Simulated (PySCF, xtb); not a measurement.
hydrogen fluoride (FH), SMILES F.

xtb with GFN2-xTB at its own geometry gives an orbital gap of 16.52 eV and a dipole moment of 2.53 D.

Geometry: B3LYP-D3(BJ)/def2-TZVPD.

Question: What does ωB97X/def2-TZVPD (PySCF) give? (Estimate from the structure and the level; the computed values follow.)

Answer: gap 16.72 eV (levels -14.42 and 2.30 eV), dipole 1.82 D.
